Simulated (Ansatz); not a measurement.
# 1T (CdI2-type) SnSe2

These are r²SCAN+SOC (plane waves, PAW; Ansatz, a program for electronic structure) values and carry that method's errors.

Settings: plane-wave cutoff 560 eV, 12×12×6 k mesh (along the axes of the cell as run), Fermi–Dirac smearing 0.01 eV, PAW data made under PBE.

Cell (relaxed at this level):

```cif
data_Se2Sn
_chemical_formula_sum 'Sn1 Se2'
_space_group_name_H-M_alt 'P 1'
_space_group_IT_number 1
_cell_length_a 3.84125
_cell_length_b 3.84125
_cell_length_c 6.52799
_cell_angle_alpha 90.000
_cell_angle_beta 90.000
_cell_angle_gamma 120.000
loop_
_space_group_symop_operation_xyz
  'x, y, z'
loop_
_atom_site_label
_atom_site_type_symbol
_atom_site_fract_x
_atom_site_fract_y
_atom_site_fract_z
_atom_site_occupancy
Sn1 Sn 0.00000 0.00000 0.00000 1
Se1 Se 0.33333 0.66667 0.24110 1
Se2 Se 0.66667 0.33333 0.75890 1
```

| Quantity | Value |
|---|---|
| bulk modulus B0 | 12.7 GPa |
| band gap | 0.97 eV (indirect) |
| smallest direct gap on the k points sampled | 1.42 eV |
| Γ–Γ gap | 1.58 eV |

Measured, for comparison: band gap 0.98 eV (temperature not stated, no zero-point or thermal correction, indirect, our sources range from 0.98 to 1.06; as tabulated in Gonzalez and Oleynik (2016), arXiv:1609.04381).

Note: for a layered or molecular solid the relaxed cell lies over 5 % above the published volume, where the minimum can be shallow; the cell comes from a level without a dispersion term, which matters for the spacing of layers, chains or molecules; the bulk modulus comes from volumes at which shape and atoms were relaxed.

Computed values are for the static lattice.

It cost roughly 2.1 core-hours of CPU time.
